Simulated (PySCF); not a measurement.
Compound: nitrosomethane, CH₃NO.
SMILES: `CN=O`

Level of theory: BHandHLYP/6-31+G* geometry optimisation, gas phase (PySCF).

Masses are those of the commonest isotopes; rigid-rotor values at the optimised geometry. 

Q: Give the principal moments of inertia and the rotational constants in GHz.

A: Ia = 8.01, Ib = 43.23, Ic = 48.13 u·Å²; 505379 MHz·u·Å²/I gives 63070, 11691 and 10500 MHz, that is A = 63.070, B = 11.691, C = 10.500 GHz.

Q: Classify the top.

A: A near-prolate asymmetric top; Ray's κ = -0.955.

Q: Is it planar, by Δ = Ic − Ia − Ib?

A: Not planar: Δ = Ic − Ia − Ib = -3.11 u·Å². For a rigid frame Δ = −2 Σ m c², so Σ m c² = 1.55 u·Å² lies off the ab plane, practically all of it from hydrogen. The atom farthest from that plane is 0.88 Å away.

Q: Give the other two planar moments, Paa and Pbb, and the rms extents of the mass along the axes.

A: Paa = Σ m a² = (Ib + Ic − Ia)/2 = 41.67 and Pbb = Σ m b² = (Ia + Ic − Ib)/2 = 6.46 u·Å². With the mass M = 45.02 u, the rms extents √(P/M) along a, b and c are 0.96, 0.38, 0.19 Å.

Q: Give the coordinates in the principal-axis frame, origin at the centre of mass.

A: The sense of each axis is arbitrary; atoms in the order of the calculation.
```json
{"atom": "C1", "mass (u)": "12.000", "a (Å)": "-1.175", "b (Å)": "0.178", "c (Å)": "0.000"}
{"atom": "N2", "mass (u)": "14.003", "a (Å)": "0.124", "b (Å)": "-0.498", "c (Å)": "0.000"}
{"atom": "O3", "mass (u)": "15.995", "a (Å)": "1.056", "b (Å)": "0.244", "c (Å)": "0.000"}
{"atom": "H4", "mass (u)": "1.008", "a (Å)": "-1.715", "b (Å)": "-0.172", "c (Å)": "0.876"}
{"atom": "H5", "mass (u)": "1.008", "a (Å)": "-1.713", "b (Å)": "-0.168", "c (Å)": "-0.879"}
{"atom": "H6", "mass (u)": "1.008", "a (Å)": "-1.061", "b (Å)": "1.258", "c (Å)": "0.002"}
```

Q: List the rotational levels J(Ka,Kc) to J = 4 (K).

A: Above 0(0,0), as E/k:
J = 1: 1(0,1) 1.065, 1(1,1) 3.531, 1(1,0) 3.588
J = 2: 2(0,2) 3.194, 2(1,2) 5.604, 2(1,1) 5.775, 2(2,1) 13.173, 2(2,0) 13.174
J = 3: 3(0,3) 6.385, 3(1,3) 8.712, 3(1,2) 9.055, 3(2,2) 16.368, 3(2,1) 16.372, 3(3,1) 28.840, 3(3,0) 28.840
J = 4: 4(0,4) 10.635, 4(1,4) 12.856, 4(1,3) 13.428, 4(2,3) 20.627, 4(2,2) 20.642, 4(3,2) 33.102, 4(3,1) 33.102, 4(4,1) 50.561, 4(4,0) 50.561
The levels of one J sum to (2J + 1)J(J + 1)(A + B + C)/3.

Q: Which types of transition are allowed, and where do some lines up to J = 5 fall?

A: The dipole components are |μa| = 2.60 D, |μb| = 0.52 D, |μc| = 0.00 D; the mirror of this Cs structure is the ab plane, so μc vanishes by symmetry and there are no c-type lines. The squared components, which scale the intensities, stand as 1.00 : 0.04 (a : b). Some lines, for components of 0.1 D or more:

```
type  branch         J(Ka,Kc)     MHz  lower level (cm⁻¹)
   b       R  3(0,3) ← 2(1,2)   16284               3.895
   b       Q  1(1,0) ← 1(0,1)   52570               0.740
   a       R  4(1,4) ← 3(1,3)   86340               6.055
   a       R  4(2,2) ← 3(2,1)   88953              11.379
   a       R  5(2,4) ← 4(2,3)  110910              14.336
   b       R  3(2,1) ← 2(1,2)  224387               3.895
   b       Q  4(3,1) ← 4(2,2)  259636              14.347
   b       Q  3(3,1) ← 3(2,2)  259885              11.376
   b       Q  4(3,2) ← 4(2,3)  259941              14.336
   b       Q  5(3,3) ← 5(2,4)  260055              18.036
   b       R  5(2,3) ← 4(1,4)  273545               8.935
   b       Q  4(4,0) ← 4(3,1)  363783              23.007
   b       R  5(3,2) ← 4(2,3)  370971              14.336
   b       R  4(4,1) ← 3(3,0)  452589              20.045
   b       R  5(5,1) ← 4(4,0)  578729              35.142
```

Q: Estimate the classical rotational partition function at 25 K and 100 K.

A: Point group Cs, symmetry number σ = 1; q = (√π/σ)·√((kT/h)³/(ABC)), k/h = 20836.6 MHz/K: 239 at 25 K, 1920 at 100 K.

Stationary, but not proved a minimum. No vibrational averaging or centrifugal distortion is included, and the geometry carries the error of its method. A rigid rotor knows nothing of internal rotation, which can split or shift real lines. Quadrupole hyperfine structure (14N) is left out.

The run took 6.4 s of wall time on an Intel Xeon Platinum 8488C with one thread, on a shared host, and the process peaked at 0.28 GiB of memory. This is the geometry optimisation.
